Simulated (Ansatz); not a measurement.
# Structure optimisation: palladium, fcc

Theory: Ansatz 0.2.0, DFT, revPBE, plane waves (420 eV) with PAW, scalar-relativistic. The PAW files were generated under PBE, with cores re-solved for the functional.

k-point mesh 14×14×14, Fermi-Dirac smearing 0.05 eV, starting moments 0.50 μB. Cell and atoms relax.

Starting structure:

```cif
data_structure
_symmetry_space_group_name_H-M 'P 1'
_symmetry_Int_Tables_number 1
_cell_length_a 2.7505
_cell_length_b 2.7505
_cell_length_c 2.7505
_cell_angle_alpha 60.000
_cell_angle_beta 60.000
_cell_angle_gamma 60.000
_cell_volume 14.71
loop_
_atom_site_label
_atom_site_type_symbol
_atom_site_fract_x
_atom_site_fract_y
_atom_site_fract_z
_atom_site_occupancy
Pd1 Pd 0.00000 0.00000 0.00000 1
```

Task: What cell does the relaxation end in?

Result: Fm-3m (spin ignored) with a = 3.975 Å; 15.70 Å³ per atom against 14.71 at the start (6.7 %).

Task: How much energy does the relaxation gain?

Result: 33.1 meV per atom.

Path of the relaxation (the plane waves are chosen anew near the end, which can shift the energy a little):

| step | E − E(final) (meV/atom) | V (Å³/atom) | P (GPa) | max force (eV/Å) |
| --- | --- | --- | --- | --- |
| 0 | 33.10 | 14.714 | 11.61 | 0.000 |
| 1 | 9.75 | 16.271 | -4.92 | 0.000 |
| 2 | 0.54 | 15.774 | -0.73 | 0.000 |
| 3 | 0.32 | 15.691 | 0.06 | 0.000 |
| 4 | 0.32 | 15.697 | 0.00 | 0.000 |
| 5 | 0.00 | 15.697 | -0.04 | 0.000 |

Task: Which magnetic state does it end in?

Result: ferromagnetic, net 0.42 μB per atom; moments 0.43 μB.

Real palladium is paramagnetic; a moment here is an artefact of the functional.
